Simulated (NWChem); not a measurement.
**Correlation energy of diphosphorus (P2)**

```
P
P 1 1.8911
```
Charge 0, spin multiplicity 1.

All runs are NWChem calculations. All single points use one geometry, from PBE0/def2-SVP, a minimum by its harmonic frequencies.

Basis set: def2-QZVP. Each correlation energy counts from its own Hartree-Fock reference.

The correlated methods keep 10 core orbitals frozen. Coupled-cluster values serve here as a point of comparison, not as the truth.

Order these methods by the correlation energy they give, lowest first: CR-CCSD(T), SCS-MP2, MP2, CCSD.

CR-CCSD(T) (-330.7 mHa), CCSD (-312.5 mHa), MP2 (-300.3 mHa), SCS-MP2 (-299.5 mHa)
